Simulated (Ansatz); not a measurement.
Relaxation of Al2H4S (7 atoms, charge 0, multiplicity 1), to a largest force component of 0.02 eV/Å in at most 50 steps.

Method: Ansatz 0.2.0, RKS PBE0-D4/def2-SVP.

```xyz
7
Properties=species:S:1:pos:R:3:forces:R:3
Al -1.805 0.480 -1.033 0.55 -0.15 0.31
S -0.204 -0.224 0.250 -0.08 -0.09 0.11
Al 1.801 -0.484 1.036 -0.54 0.15 -0.33
H -2.201 -0.332 -2.273 -0.10 -0.46 -0.57
H -2.580 1.750 -0.653 -0.29 0.62 0.27
H 2.299 0.427 2.167 0.13 0.50 0.54
H 2.690 -1.617 0.506 0.33 -0.57 -0.33
```

Task: Where does it end, and by what steps?

Result: It converged. The force dipped under the threshold on the way, but the program's further checks kept it going. After 17 steps the energy has fallen by 0.637 eV; H4 moved furthest, 1.47 Å.

| step | energy less start (eV) | largest force component (eV/Å) | accepted |
| --- | --- | --- | --- |
| 0 | 0.0000 | 0.621 | yes |
| 1 | -0.0873 | 0.163 | yes |
| 2 | -0.1373 | 0.114 | yes |
| 3 | -0.1834 | 0.190 | yes |
| 4 | -0.2361 | 0.143 | yes |
| 5 | -0.2798 | 0.208 | yes |
| 6 | -0.3313 | 0.184 | yes |
| 7 | -0.3879 | 0.265 | yes |
| 8 | -0.4339 | 0.481 | yes |
| 9 | -0.5017 | 0.433 | yes |
| 10 | -0.5880 | 0.170 | yes |
| 11 | -0.6221 | 0.059 | yes |
| 12 | -0.6323 | 0.113 | yes |
| 13 | -0.6364 | 0.011 | yes |
| 14 | -0.6363 | 0.032 | no |
| 15 | -0.6367 | 0.012 | yes |
| 16 | -0.6366 | 0.026 | no |
| 17 | -0.6368 | 0.009 | yes |

```xyz
7
Properties=species:S:1:pos:R:3
Al -1.466 0.425 -0.790
S -0.465 0.709 1.139
Al 1.427 -0.368 0.884
H -0.773 -0.432 -1.929
H -2.878 1.122 -0.950
H 2.402 -0.365 2.132
H 1.754 -1.091 -0.487
```

Whether the end is a true minimum wasn't checked by a vibrational analysis.

The run took 45 s on 1 thread of Arm Neoverse V1 (shared host), peak memory 0.14 GiB.
